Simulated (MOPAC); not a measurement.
MOPAC input (PM6):

```
PM6 1SCF CHARGE=-1 GEO-OK AUX(PRECISION=9) THREADS=1
CH2Cl

C     0.01909113 1    0.15267994 1   -1.32752912 1
Cl   -0.01118660 1    0.00667210 1    0.64763898 1
H     0.90111306 1   -0.49482969 1   -1.50763755 1
H    -0.82548774 1   -0.53467571 1   -1.53705043 1
```

Problem. What heat of formation does the run end on, and which ionisation energy by Koopmans theorem?

Solution. 17.45 kcal/mol; 2.33 eV.
